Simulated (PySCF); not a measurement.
How well do the runs reproduce experiment for formamide?

**Measured values to compare with.**

From NIST CCCBDB Release 22 (SRD 101), experimental polarizabilities, for the gas: mean polarisability 4.08 Å³.

The results are set against them at the end.

Compound: formamide, CH₃NO.
SMILES with atom numbers: `[NH2:1][CH:2]=[O:3]` (hydrogens: H4, H5 on N1; H6 on C2)

Cartesian coordinates in Å at the GFN2-xTB level; atoms count from 1:
```xyz
6
CH3NO angstrom
N     -0.6804   -0.0528    0.0628
C      0.6554    0.0513   -0.0700
O      1.4143   -0.8789   -0.1149
H     -1.0893   -0.9712    0.1314
H     -1.2826    0.7488    0.1034
H      0.9858    1.1048   -0.1343
```

Runs made with PySCF (gas phase, on this GFN2-xTB geometry; no spin–orbit coupling):

```
          level                                                                job  basis functions  wall time
B3LYP/def2-SVPD  8 singlets by full TDDFT, 3 Tamm–Dancoff triplets, polarisability               87      2.9 s
```

Hardware: Arm Neoverse V2, one thread (shared host).

Results beside the measurements:

**Mean polarisability.** Measured: 4.08 Å³ (NIST CCCBDB Release 22 (SRD 101), experimental polarizabilities).

```csv
level,computed (Å³),computed − measured (Å³),% (from the printed values)
B3LYP/def2-SVPD,4.01,-0.07,-2
```

The computed values are static and purely electronic, with core orbitals frozen in the response (1 au = 0.148185 Å³). The table of measured values doesn't say here whether a value is static or optical, or holds a vibrational part. The measurement averages over conformers, the calculation has one.

No measured geometry was used, and the causes of the misses weren't examined.
